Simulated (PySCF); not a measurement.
## Frontier levels across methods

Compound: CH₃S (charge -1).
Cartesian coordinates in Å at the PBE0-D3(BJ)/def2-SVP level; atoms count from 1:
```xyz
5
CH3S angstrom
C     -0.088   -0.004   -0.009
S      1.720    0.103    0.030
H     -0.484   -0.648   -0.828
H     -0.536   -0.424    0.922
H     -0.596    0.978   -0.149
```

Basis pcSseg-2 throughout (PySCF), one geometry. Geometry: PBE0-D3(BJ)/def2-SVP; no solvent, vibrations or thermal averaging. The geometry's basis has no diffuse functions.

Task: How do the orbital energies and the gap change with the method?

Result: 
```tsv
method	kind	HOMO (eV)	LUMO (eV)	gap (eV)	SCF cycles
BLYP	GGA	1.83	4.29	2.46	15
OPBE	GGA	1.74	4.38	2.65	15
B97-D	GGA	1.69	4.41	2.72	14
PBE	GGA	1.68	4.30	2.62	15
KT3	GGA	1.66	4.16	2.50	13
KT2	GGA	1.61	4.36	2.75	14
LDA	LDA	1.56	4.23	2.67	13
BP86	GGA	1.55	4.41	2.86	14
B97-2	global hybrid	0.79	4.97	4.19	11
B3LYP	global hybrid	0.77	4.65	3.88	12
PBE0	global hybrid	0.55	4.94	4.39	12
mPW1PW91	global hybrid	0.53	4.95	4.42	12
BHandHLYP	global hybrid	-0.45	5.41	5.86	11
CAM-B3LYP	range-separated hybrid	-0.73	5.59	6.32	11
wB97X-D	range-separated hybrid	-1.30	6.55	7.86	12
HF	Hartree–Fock	-2.08	6.90	8.98	10
LC-wPBE	range-separated hybrid	-2.09	6.68	8.76	13
```

The HOMO spans 3.92 eV, from BLYP down to LC-wPBE, and the gap runs from 2.46 eV (BLYP) to 8.98 eV (HF). Over the methods BLYP (0 %), OPBE (0 %), B97-D (0 %), PBE (0 %), KT3 (0 %), KT2 (0 %), LDA (0 %), BP86 (0 %), B97-2 (21 %), B3LYP (20 %), PBE0 (25 %), mPW1PW91 (25 %), BHandHLYP (50 %), HF (100 %), a straight line through the gap against the share of exact exchange rises by 0.64 eV for each 10 % (correlation coefficient 0.998). Where the HOMO energy of this anion is positive, the outermost electrons may be held by the finite basis alone.
